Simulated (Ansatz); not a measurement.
## CH₄BF, SMILES BCF: a ladder of methods at one geometry

Run with Ansatz 0.2.0 through its Python package.

`methods_ch4bf.py`:
```python
'''CH4BF at several levels of theory.'''

import warnings

import ansatz as az

warnings.simplefilter('ignore', az.DeckWarning)

geometry_ang = [
    ('B', (-0.6929, 0.0886, -0.5111)),
    ('C', (0.5512, -0.0544, 0.3719)),
    ('F', (0.5694, -1.3407, 0.8503)),
    ('H', (-1.4177, -0.7546, -0.6857)),
    ('H', (-0.9576, 1.1683, -1.0525)),
    ('H', (0.5236, 0.6802, 1.2183)),
    ('H', (1.4853, 0.1447, -0.237)),
]
molecule = az.Crystal.molecule()
for symbol, xyz in geometry_ang:
    molecule = molecule.atom(symbol, xyz)

base = molecule.calculation().basis(gaussian='def2-SVP')

methods = ['mp2', 'ccsd', 'ccsd_t']
reports = [base.correlation(m).run().report for m in methods]
print(f'Hartree-Fock reference {reports[0]["reference_energy_ev"] / 27.211386246:.6f} Ha')
best = reports[-1]['free_energy_ev'] - reports[-1]['reference_energy_ev']
for method, each in zip(methods, reports):
    gained = each['free_energy_ev'] - each['reference_energy_ev']
    print(f'{method:8s} total {each["free_energy_ev"] / 27.211386246:.6f} Ha  correlation {gained:9.4f} eV  ({100 * gained / best:.1f} % of the last)')
```

```console
$ python methods_ch4bf.py
Hartree-Fock reference -164.149325 Ha
mp2      total -164.555288 Ha  correlation  -11.0468 eV  (90.3 % of the last)
ccsd     total -164.589797 Ha  correlation  -11.9858 eV  (98.0 % of the last)
ccsd_t   total -164.598689 Ha  correlation  -12.2278 eV  (100.0 % of the last)
```

Reading the output:
- Total energies depend on the basis set; only differences at equal settings carry meaning.
- The geometry is a force-field or estimated start, not a minimum of this method, and the basis set is short of its limit. A lower total doesn't mark the better method: functionals have no common bound, and MP2 and coupled cluster aren't variational.
- Inner cores stay frozen, so this is valence correlation.
- Hardware and time: 3.3 s on 1 thread of Arm Neoverse V1, with other jobs on the host, peak memory 0.21 GiB.
